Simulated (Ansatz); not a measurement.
Geometry optimisation, RKS BLYP-D4/def2-SVP (Ansatz).

input.yaml

```yaml
crystal:
  periodic: [false, false, false]
  atoms:
    - { symbol: C, position_ang: [-0.1376, -0.9935, -1.1953] }
    - { symbol: C, position_ang: [0.0383, -0.2533, -0.0813] }
    - { symbol: C, position_ang: [0.6984, -0.8756, 1.0836] }
    - { symbol: C, position_ang: [-0.3104, 1.1778, 0.0243] }
    - { symbol: O, position_ang: [-0.9905, 1.6329, -1.0942] }
    - { symbol: S, position_ang: [-0.2433, 2.2791, 1.2644] }
    - { symbol: H, position_ang: [0.1472, -1.9837, -1.2961] }
    - { symbol: H, position_ang: [-0.6439, -0.4993, -2.0777] }
    - { symbol: H, position_ang: [1.0033, -1.9049, 0.9466] }
    - { symbol: H, position_ang: [1.6599, -0.3425, 1.3576] }
    - { symbol: H, position_ang: [0.0704, -0.8672, 1.9992] }
    - { symbol: H, position_ang: [-1.2147, 2.5751, -0.897] }
basis:
  gaussian: { orbitals: def2-SVP }
hamiltonian:
  xc: blyp
  dispersion: d4
relax:
  f_tol: 0.02
  max_steps: 50
output:
  orbitals: {}
```

Run as:

```bash
$ ansatz run input.yaml --threads 2 --pin off --max-ram 3072MiB --backend cpu --events-out ev --progress --plain --runs-dir out
```

Question: Where does it end, and by what steps?

Answer: It converged. After 7 steps the energy has fallen by 0.377 eV; S6 moved furthest, 0.17 Å.

```json
{"step": "0", "energy less start (eV)": "0.0000", "largest force component (eV/Å)": "3.438", "accepted": "yes"}
{"step": "1", "energy less start (eV)": "-0.2219", "largest force component (eV/Å)": "1.373", "accepted": "yes"}
{"step": "2", "energy less start (eV)": "-0.3434", "largest force component (eV/Å)": "0.877", "accepted": "yes"}
{"step": "3", "energy less start (eV)": "-0.3618", "largest force component (eV/Å)": "0.576", "accepted": "yes"}
{"step": "4", "energy less start (eV)": "-0.3748", "largest force component (eV/Å)": "0.231", "accepted": "yes"}
{"step": "5", "energy less start (eV)": "-0.3770", "largest force component (eV/Å)": "0.071", "accepted": "yes"}
{"step": "6", "energy less start (eV)": "-0.3774", "largest force component (eV/Å)": "0.037", "accepted": "yes"}
{"step": "7", "energy less start (eV)": "-0.3775", "largest force component (eV/Å)": "0.005", "accepted": "yes"}
```

```xyz
12
Properties=species:S:1:pos:R:3
C -0.168 -0.952 -1.226
C 0.053 -0.251 -0.084
C 0.731 -0.857 1.125
C -0.380 1.169 0.004
O -0.976 1.630 -1.124
S -0.175 2.145 1.336
H 0.144 -2.004 -1.310
H -0.662 -0.496 -2.094
H 1.002 -1.913 0.937
H 1.646 -0.291 1.390
H 0.072 -0.805 2.015
H -1.210 2.567 -0.935
```

Run time: 22 s on 2 threads of Arm Neoverse V1, with other jobs on the host, peak memory 0.15 GiB.
